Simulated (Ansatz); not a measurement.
## [Cl···H···Br], doublet in cc-pVDZ: errors against UCCSDT(Q)

Geometry: a point of a hydrogen-transfer path between rigid fragments, not a stationary point.

```xyz
3

Cl    0.0000    0.0000   -1.5867
H     0.0000    0.0000   -0.3977
Br    0.0000    0.0000    1.9843
```

Basis cc-pVDZ; Ansatz 0.2.0. Only valence electrons are correlated (noble-gas cores and the filled d shells of p-block atoms frozen), which leaves 15 electrons in 31 orbitals. R marks a restricted (for open shells ROHF) determinant, U an unrestricted one. Active spaces: valence = (15e, 9o) chosen from the atoms' valence shells. No spin–orbit coupling is included, and no scalar relativity.

Full CI isn't at hand for all of this; UCCSDT(Q) serves as the reference, and is uncertain by about the last step of the cluster series. The frozen core follows each run's orbitals, which can shift R against U totals by a few meV for light atoms and by up to 0.1 eV past Ca.

The UHF ⟨S²⟩ is 0.756, the T1 diagnostic (RCCSD) is 0.0085 and the largest doubles amplitude (RCCSD) is 0.043. The T1 diagnostic (UCCSD) is 0.0051.

From what is known of these methods and the diagnostics, rank them by the size of their error in total energy against UCCSDT(Q) in cc-pVDZ, smallest first (an estimate: the text doesn't fix the numbers).
A. UMP2
B. UHF
C. UCCSD(T)
D. UCCSD
E. UCCSDT

E (1.0 kJ/mol), C (2.0 kJ/mol), D (10.9 kJ/mol), A (88.6 kJ/mol), B (720.9 kJ/mol).

All errors are against UCCSDT(Q) in cc-pVDZ. Within each family the higher level lies nearer, as is usual though not guaranteed.

Natural occupations of CASSCF (valence space) about the gap: 1.999 1.999 1.999 1.984 1.000 0.018; effectively unpaired electrons, Σ n²(2−n)², 1.00.
